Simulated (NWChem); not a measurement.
System: Li cation

NWChem input:

```
start job
memory heap 200 mb stack 900 mb global 1100 mb
charge 1
geometry units angstroms noautoz
  Li     0.000000     0.000000     0.000000
end
basis spherical
  * library cc-pvtz
end
dft
  xc b3lyp
  iterations 150
  mulliken
end
task dft energy
```

Parts of the log:

```
             Northwest Computational Chemistry Package (NWChem) 7.3.0
             --------------------------------------------------------

                             Geometry "geometry" -> ""
                             -------------------------

 Output coordinates in angstroms (scale by  1.889725989 to convert to a.u.)

  No.       Tag          Charge          X              Y              Z
 ---- ---------------- ---------- -------------- -------------- --------------
    1 Li                   3.0000     0.00000000     0.00000000     0.00000000

 Effective nuclear repulsion energy (a.u.)       0.0000000000

                                 NWChem DFT Module
                                 -----------------

 Summary of "ao basis" -> "ao basis" (spherical)
 ------------------------------------------------------------------------------
       Tag                 Description            Shells   Functions and Types
 ---------------- ------------------------------  ------  ---------------------
 Li                         cc-pvtz                 10       30   4s3p2d1f

            General Information
            -------------------
          SCF calculation type: DFT
          Wavefunction type:  closed shell.
          No. of atoms     :     1
          No. of electrons :     2
           Alpha electrons :     1
            Beta electrons :     1
          Charge           :     1
          Spin multiplicity:     1
          Use of symmetry is: off; symmetry adaption is: off
          Maximum number of iterations: 150
          AO basis - number of functions:    30
                     number of shells:    10
          Convergence on energy requested:  1.00D-06
          Convergence on density requested:  1.00D-05
          Convergence on gradient requested:  5.00D-04

              XC Information
              --------------
                         B3LYP Method XC Potential
                     Hartree-Fock (Exact) Exchange  0.200
                        Slater Exchange Functional  0.800 local
                    Becke 1988 Exchange Functional  0.720 non-local
              Lee-Yang-Parr Correlation Functional  0.810
                  VWN I RPA Correlation Functional  0.190 local

             Grid Information
             ----------------
          Grid used for XC integration:  medium
          Radial quadrature: Mura-Knowles
          Angular quadrature: Lebedev.
          Tag              B.-S. Rad. Rad. Pts. Rad. Cut. Ang. Pts.
          ---              ---------- --------- --------- ---------
          Li                  1.45       49          12.0       434
          Grid pruning is: on
          Number of quadrature shells:    49
          Spatial weights used:  Erf1

      Superposition of Atomic Density Guess
      -------------------------------------

 Sum of atomic energies:          -7.43267880

 Renormalizing density from       3.00 to      2

      Non-variational initial energy
      ------------------------------

 Total energy =      -5.435982
 1-e energy   =      -6.475733
 2-e energy   =       1.039750
 HOMO         =      -3.138811
 LUMO         =      -0.346108

     ---------------------------------------------
      Total Density - Mulliken Population Analysis
     ---------------------------------------------

    Atom       Charge   Shell Charges
 -----------   ------   -------------------------------------------------------
    1 Li   3     2.00   2.33 -0.33 -0.00  0.00  0.00  0.00  0.00 -0.00  0.00  0.00

   convergence    iter        energy       DeltaE   RMS-Dens  Diis-err
 ---------------- ----- ----------------- --------- --------- ---------
 d= 0,ls=0.0,diis     1     -7.2722272421 -7.27D+00  3.44D-02  2.20D-01
 d= 0,ls=0.0,diis     2     -7.2850309405 -1.28D-02  4.75D-03  6.47D-03
 d= 0,ls=0.0,diis     3     -7.2853844045 -3.53D-04  3.36D-05  2.84D-07
 d= 0,ls=0.0,diis     4     -7.2853844266 -2.21D-08  3.47D-07  1.07D-10

         Total DFT energy =       -7.285384426555
      One electron energy =       -8.881385061717
           Coulomb energy =        3.290689663847
    Exchange-Corr. energy =       -1.694689028684
 Nuclear repulsion energy =        0.000000000000

 Numeric. integr. density =        2.000000000419

                       DFT Final Molecular Orbital Analysis
                       ------------------------------------

 Vector    1  Occ=2.000000D+00  E=-2.351190D+00
              MO Center= -1.2D-17, -1.3D-17, -5.0D-18, r^2= 1.3D-01
   Bfn.  Coefficient  Atom+Function         Bfn.  Coefficient  Atom+Function
  ----- ------------  ---------------      ----- ------------  ---------------
     1      1.000868  1 Li s

 Vector    2  Occ=0.000000D+00  E=-2.567351D-01
              MO Center=  1.5D-15,  2.9D-15, -3.8D-15, r^2= 3.5D+00
   Bfn.  Coefficient  Atom+Function         Bfn.  Coefficient  Atom+Function
  ----- ------------  ---------------      ----- ------------  ---------------
     3      0.942694  1 Li s                  2      0.197450  1 Li s
     4      0.143499  1 Li s                  1     -0.131605  1 Li s

 Vector    3  Occ=0.000000D+00  E=-1.816604D-01
              MO Center= -3.5D-15, -2.8D-15,  8.2D-16, r^2= 4.2D+00
   Bfn.  Coefficient  Atom+Function         Bfn.  Coefficient  Atom+Function
  ----- ------------  ---------------      ----- ------------  ---------------
     5      0.441315  1 Li px                 8      0.378324  1 Li px
     6      0.296067  1 Li py                 9      0.253808  1 Li py
     7     -0.118481  1 Li pz                11      0.114438  1 Li px
    10     -0.101569  1 Li pz                12      0.076774  1 Li py
    13     -0.030723  1 Li pz

 Vector    4  Occ=0.000000D+00  E=-1.816604D-01
              MO Center=  1.5D-15, -1.1D-15,  3.3D-15, r^2= 4.2D+00
   Bfn.  Coefficient  Atom+Function         Bfn.  Coefficient  Atom+Function
  ----- ------------  ---------------      ----- ------------  ---------------
     7      0.482183  1 Li pz                10      0.413359  1 Li pz
     5      0.216797  1 Li px                 8      0.185853  1 Li px
     6     -0.130195  1 Li py                13      0.125036  1 Li pz
     9     -0.111612  1 Li py                11      0.056218  1 Li px
    12     -0.033761  1 Li py

     ---------------------------------------------
      Total Density - Mulliken Population Analysis
     ---------------------------------------------

    Atom       Charge   Shell Charges
 -----------   ------   -------------------------------------------------------
    1 Li   3     2.00   2.00 -0.01  0.01 -0.00  0.00  0.00  0.00 -0.00  0.00  0.00

     -------------------------------------------
      Total Density - Lowdin Population Analysis
     -------------------------------------------

    Atom       Charge   Shell Charges
 -----------   ------   -------------------------------------------------------
    1 Li   3     2.00   1.18  0.79  0.03  0.00  0.00  0.00  0.00  0.00  0.00  0.00
```

Level: B3LYP/cc-pVTZ.
